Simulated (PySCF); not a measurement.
PySCF input:

```python
from pyscf import gto, scf, dft

mol = gto.M(
    atom='''
    C    -0.12819188   -1.79855064   -0.02279421
    C     0.14036256   -0.52663028   -0.01391446
    C     0.04067635    0.80462693    0.01087614
    H    -1.15297079   -2.16660009    0.01318024
    H     0.65584793   -2.54974214   -0.06640254
    N     0.02572010    1.97709517    0.02974534
    ''',
    basis='def2-tzvpd',
    charge=0,
    spin=1,
    verbose=4,
)

mf = dft.UKS(mol, xc='tpssh').density_fit(auxbasis='def2-universal-jkfit')
mf.grids.level = 3
mf.conv_tol = 1e-9
mf.max_cycle = 100
mf.max_memory = 1500
mf.kernel()
if not mf.converged:
    mf = mf.newton()
    mf.kernel(mf.make_rdm1())
for _ in range(2):
    mo, _, stable, _ = mf.stability(return_status=True)
    if stable:
        break
    mf.kernel(mf.make_rdm1(mo, mf.mo_occ))
mf.analyze()
```

### Question
What final total energy does it print?

### Answer
-170.23313 Eh (TPSSh/def2-TZVPD).

It need not be the lowest isomer of its formula.
